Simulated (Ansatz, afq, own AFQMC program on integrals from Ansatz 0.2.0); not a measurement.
AFQMC on a folder of integrals that Ansatz 0.2.0 wrote.

```yaml
crystal:
  periodic: [false, false, false]
  atoms:
    - {symbol: Si, position_ang: [-0.049450, 0.000000, 1.015649]}
    - {symbol: Al, position_ang: [0.026755, 0.000000, -1.185953]}
    - {symbol: H, position_ang: [0.330835, -1.044282, 1.723228]}
    - {symbol: H, position_ang: [0.330835, 1.044282, 1.723228]}
basis:
  gaussian: {orbitals: cc-pVDZ}
magnetization: {spin_polarized: false, initial_magnetization: 1}
correlation: {method: ccsd_t, electrons: outside_noble_gas, hamiltonian_folder: ham}
```

```sh
$ ansatz run in.yaml --threads 1 --pin off --events-out ev --progress --plain --max-ram 1382MiB
```

afq runs on the folder ham with

```
--method phaseless --trial hf --walkers 120 --populations 1 --least-time 40 --time-step 0.005 --steps-per-block 20 --equilibration-blocks 112 --max-blocks 600 --target-error 0.00108 --factor-cut 1e-05 --start spin_pure --seed 4128 --taylor-order 6
```

Times are imaginary, in 1/Eh. The walk had a cap of 1011 s.

Log:

```
orbitals 36  electrons 5 4  factors 273 of 451
reference energy -531.89542749 Eh
CCSD correlation -0.17544157 Eh in 16 cycles, weight of the determinant in the CISD state 0.8160
energy of the start -531.895428 Eh
 block  time / (1/Eh)  mean weight  energy / Eh
     1     0.100  1.0010  -531.918547
     2     0.200  1.0007  -531.939765
     3     0.300  1.0000  -531.959661
     4     0.400  1.0015  -531.974007
     5     0.500  1.0013  -531.986350
     7     0.700  1.0002  -531.997709
     9     0.900  1.0008  -532.014662
    14     1.400  0.9988  -532.055590
    40     4.000  0.9998  -532.090856
    66     6.600  1.0001  -532.066649
    92     9.200  1.0014  -532.090033
   118    11.800  1.0010  -532.059339
   144    14.400  1.0017  -532.071698
   170    17.000  0.9997  -532.063468
   196    19.600  1.0003  -532.077526
   222    22.200  0.9992  -532.070338
   248    24.800  0.9991  -532.064305
   274    27.400  0.9993  -532.061256
   300    30.000  0.9990  -532.057630
   326    32.600  1.0006  -532.068206
   352    35.200  0.9996  -532.055331
   378    37.800  0.9999  -532.081419
   391    39.100  0.9980  -532.040975
   404    40.400  1.0002  -532.074599
   430    43.000  1.0009  -532.067960
   456    45.600  1.0008  -532.068393
   482    48.200  1.0003  -532.075838
   495    49.500  0.9986  -532.092404
   508    50.800  0.9996  -532.067806
   521    52.100  1.0006  -532.056968
blocks merged  error / Eh  count
     1  0.000469  410
     2  0.000616  205
     4  0.000794  102
     8  0.000959  51
    16  0.000973  25
    32  0.001163  12
energy -532.070105 +/- 0.000973 Eh
(rows thinned)
```

The run passed its tests (sampling time, drift between the halves within three errors, error under three times the target), which doesn't prove that it has relaxed. The second half of the sampling lies below the first by 2.1 errors of their difference, so the energy may still be moving and its error bar be too small.

Against this walk (error 26.5 meV) on the same determinant: CCSD(T) 161.9 meV lower, CCSDT(Q) 208.1 meV lower, a separate phaseless walk with a CISD trial and standard settings 180.7 ± 30.5 meV lower. The error is statistical and leaves out the bias of the constraint. CCSDT(Q) is the surest value here, so the walk's 208 meV above it is most likely the bias of the constraint with this trial, which can have either sign.

Cautions: constraint bias not in the error; higher spins were not checked; a spin-contaminated unrestricted determinant lies lower (UHF 252 meV lower, ⟨S²⟩ 1.02); strong correlation (T1 0.058, weight of the determinant 0.82, largest double 0.09); the bias of populations of 120 walkers isn't removed.

The walk took 4.5 min on 1 thread of Intel(R) Xeon(R) Processor @ 2.50GHz (Skylake/Cascade Lake) (shared host). The log's last line is the phaseless energy.

CCSDT and higher add their correlation energy to the determinant of the CCSD(T) run, since their own runs factorise the integrals more tightly (a shift of under 2 meV). A walk keeps the symmetry of its determinant, which the program's search chose and which needn't be the lowest solution, so a lower state of the same spin and another symmetry isn't excluded.
